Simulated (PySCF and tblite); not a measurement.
Values are calculated unless marked as measured or tabulated.
C3H5Cl, numbered as in [CH2:1]=[CH:2][CH2:3][Cl:4].

Search: ETKDG and KDG, MMFF94s, GFN2-xTB, 90 starts; geometries at PBE0-D3(BJ)/def2-SVP. Free energies are PBE0-D3(BJ)/def2-TZVP single points with GFN2-xTB rigid-rotor and vibrational terms (modes under about 100 cm⁻¹ blended into free rotors). Symmetry numbers and mirror images are counted. Conformers within 4 kcal/mol (GFN2-xTB free energy) were kept, 5 at most. Run with PySCF (density fitting) and tblite.

Rotational constants are equilibrium values for the commonest isotopes; dipoles come from the energy level named.

Torsions listed: C1–C2–C3–Cl4. Of a mirror pair one member is shown.

```tsv
conformer	shape	symmetry
1	120°	C1 (pair)
2	0°	Cs
```

(1) Give the rotational constants and dipole components, as needed to look for these species in a jet-cooled rotational spectrum.

(2) Which type of transition is strongest for conformer 1?

## Answers

(1) 
```tsv
conformer	A (MHz)	B (MHz)	C (MHz)	abs μa (D)	abs μb (D)	abs μc (D)	κ	Ic−Ia−Ib (u Å²)
1	21853	2787	2702	1.69	0.93	0.12	-0.99	-17.4
2	13659	3809	3035	1.26	1.35	0.00	-0.85	-3.2
```

(2) a-type, since that component is clearly the largest; the top is near-prolate.
